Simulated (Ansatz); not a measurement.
Start from `C/C(Cl)=C/F` and change one atom or group to get `C/C(=C/F)CO`.

Ansatz, PBE0-D4/def2-TZVP geometries, multiplicity 1. Each molecule was computed in one conformer, which needn't be the lowest.

| property | `C/C(Cl)=C/F` |
| --- | --- |
| HOMO energy (PBE0/def2-TZVPP) / eV | -7.15 |
| LUMO energy (PBE/def2-TZVPP) / eV | -0.80 |
| HOMO energy (B3LYP/def2-TZVPP) / eV | -6.94 |
| LUMO energy (B3LYP/def2-TZVPP) / eV | -0.07 |
| HOMO–LUMO gap (B3LYP/def2-TZVPP) / eV | 6.87 |
| size of the dipole moment (B3LYP/def2-TZVPP) / D | 2.47 |

(1) What does the change do to each property? (Best estimate.)

Results:

(1) Computed: 
```
                                        property  `C/C(=C/F)CO`  shift
              HOMO energy (PBE0/def2-TZVPP) / eV          -7.24  -0.09
               LUMO energy (PBE/def2-TZVPP) / eV          -0.77   0.03
             HOMO energy (B3LYP/def2-TZVPP) / eV          -7.04  -0.10
             LUMO energy (B3LYP/def2-TZVPP) / eV          -0.04   0.03
           HOMO–LUMO gap (B3LYP/def2-TZVPP) / eV           7.00   0.13
size of the dipole moment (B3LYP/def2-TZVPP) / D           1.39  -1.08
```

With PBE0 the HOMO falls by 0.09 eV and the LUMO rises by 0.05 eV, so the gap widens by about 0.14 eV. PBE moves the HOMO by -0.07 eV and ωB97M-V by -0.15 eV. Dipoles are sizes alone; their direction can turn.

B3LYP here is the variant with VWN-RPA as its local correlation; programs differ in this.
